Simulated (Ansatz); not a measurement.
The same path of H4Si + H4Si (10 atoms, charge 0, multiplicity 1) was run twice with different band settings. Lost on the way: Si1–H2, Si6–H10. Made: Si1–Si6, H2–H10.

These are results of Ansatz, RKS PBE0/cc-pVDZ, not measurements.

Relaxed end points:

```xyz
10
Properties=species:S:1:pos:R:3
Si 0.813 -0.017 -0.282
H 1.324 0.079 1.122
H 1.952 0.148 -1.242
H -0.199 1.062 -0.521
H 0.172 -1.354 -0.492
Si -3.193 0.017 1.460
H -3.288 -0.837 0.234
H -4.220 -0.421 2.456
H -3.429 1.449 1.092
H -1.828 -0.124 2.060
```

```xyz
10
Properties=species:S:1:pos:R:3
Si -0.485 -0.233 -0.699
H 0.263 0.593 3.018
H 0.710 0.009 0.174
H -0.486 0.783 -1.802
H -0.365 -1.599 -1.306
Si -2.464 -0.073 0.557
H -3.652 -0.320 -0.324
H -2.465 -1.089 1.660
H -2.590 1.294 1.160
H -0.363 0.635 3.449
```

Common settings: spring 5.0 eV/Å²; optimiser quadratic models (default); start path through a guess of the saddle point; force threshold 0.03 eV/Å; iteration limit 60; end points relaxed.

| run | movable images | climbing image |
| --- | --- | --- |
| 1 | 5 | yes |
| 2 | 4 | no |

Q: What does each run give, and how far can it be trusted?

A: Run 1: converged after 31 iterations, highest image 3.165 eV above the first end. Neighbouring images differ by up to 2.9 eV, so the band resolves the path poorly. A vibrational analysis at the climbing image gives one clearly imaginary mode, 1659i cm⁻¹: a first-order saddle point.
Run 2: not converged after 60 iterations, highest image 0.198 eV above the first end. The band didn't meet its force threshold, so its energies are provisional: the largest band force was still 0.08 eV/Å, and over the last iterations the top moved between 0.20 and 0.22 eV. Neighbouring images lie up to 4.7 Å apart, so the band is torn or far too coarse.
The orbitals stay closed-shell, which can raise the energy where a bond breaks towards radicals; this wasn't checked here.
